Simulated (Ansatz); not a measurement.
A calculation on B20 (FeSi-type) FeSi returned lattice constant a 4.520 Å, bulk modulus 172 GPa, cohesive energy 4.20 eV/atom, formation enthalpy -0.213 eV/atom.

For reference: lattice constant a 4.483 Å (measured, temperature not stated, not corrected to a static lattice; as tabulated in Wikipedia's data pages); bulk modulus 178 GPa (measured, room temperature, no zero-point or thermal correction, our sources range from 169 to 185; as tabulated in Study of the compressibility of FeSi, MnSi, and CoS2 (JETP Letters), abstract); formation enthalpy -0.400 ± 0.02 eV/atom (measured, 298 K, copied from a table, unchecked, not corrected to a static lattice; as tabulated in Wang et al. (2021), doi:10.1038/s41598-021-94550-5).

Q: Which level of theory produced these numbers?
A. r²SCAN (Ansatz, a quantum-chemistry and plane-wave program)
B. r²SCAN+rVV10 (Ansatz)
C. rVV10 (Ansatz)
D. BLYP (Ansatz)

A: D, BLYP (Ansatz)

The others give: r²SCAN 4.403 Å, 244 GPa, 4.94 eV/atom, -0.274 eV/atom; rVV10 4.460 Å, 214 GPa, 5.25 eV/atom, -0.417 eV/atom; r²SCAN+rVV10 4.395 Å, 249 GPa, 5.17 eV/atom, -0.303 eV/atom.

Unless a cell is named, each level is at its own relaxed cell (BLYP 11.55, r²SCAN 10.67, r²SCAN+rVV10 10.61, rVV10 11.09 Å³/atom).

The crystal itself was run without spin with r²SCAN, rVV10, r²SCAN+rVV10, BLYP; a magnetic state was not tried in these runs.

Ansatz's density-functional and Hartree–Fock values are scalar-relativistic unless marked +SOC, with PAW data made under PBE.
